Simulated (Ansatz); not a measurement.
Diamond was calculated with PBE0-D3(BJ) in Ansatz (PAW).

Run with plane-wave cutoff 460 eV, 12×12×12 k mesh, Fermi–Dirac smearing 0.01 eV, scalar-relativistic PAW data made under PBE.

Properties against volume:

| V (Å³/atom) | P (GPa) | direct gap at Γ (eV) | smallest gap on the k mesh (eV) |
|---|---|---|---|
| 5.220 | 28.12 | 7.953 | 6.290 |
| 5.358 | 13.78 | 7.874 | 6.219 |
| 5.495 | 1.00 | 7.797 | 6.151 |
| 5.638 | -10.85 | 7.719 | 6.083 |
| 5.770 | -20.57 | 7.649 | 6.023 |

The fundamental gap (6.11 eV at the equilibrium volume, with added k points) lies elsewhere than Γ–Γ.

Ansatz is a quantum-chemistry and plane-wave program.
